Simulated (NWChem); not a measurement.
Molecule: dichloromethane (CH2Cl2); SMILES ClCCl

Results from NWChem. The level has its own optimisation; frequencies are unscaled.

Task: What does the run give for PBE/def2-SVP? Quantities: r C–Cl (Å); r C–H (Å); highest harmonic frequency (cm⁻¹); lowest (cm⁻¹); zero-point energy (kcal/mol); dipole (D).

Result: 
```
Property                           Result
---------------------------------  ------
r C–Cl (Å)                          1.785
r C–H (Å)                           1.105
highest harmonic frequency (cm⁻¹)    3121
lowest (cm⁻¹)                         274
zero-point energy (kcal/mol)         17.8
dipole (D)                           1.58
```
